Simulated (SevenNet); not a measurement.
hcp Co

These are the machine-learned potential SevenNet-l3i5 (trained on PBE and PBE+U data) values and carry that method's errors.

Cell (relaxed at this level):

Co has the hexagonal space group P6₃/mmc (No. 194), the hcp (Mg type) structure, Pearson symbol hP2. Lattice parameters: a = b = 2.498 Å, c = 4.001 Å, α = β = 90.00°, γ = 120.00°. Co on 2c sees 12 Co at 2.466–2.498 Å (anticuboctahedral). (Neighbours: up to the widest gap in distance over summed covalent radii, below 1.35, at either atom.)

For hcp Co, the lattice constant a is 2.498 Å. The lattice parameter c comes out as 4.001 Å and the equilibrium volume per atom is 10.81 Å³/atom.

Measured, for comparison: lattice constant a 2.507 Å, lattice parameter c 4.07 Å (293 K, no zero-point or thermal correction; as tabulated in Wikipedia's data pages). Computed (rounded) less measured: lattice constant a -0.4 %, lattice parameter c -1.7 %. A static lattice is as a rule a little smaller and stiffer than an uncorrected measurement, which narrows the difference in the lattice constant a, lattice parameter c and would widen misses of the other sign.

A machine-learned potential is trained on density-functional data: it inherits that level's misses and adds fitting errors of its own.
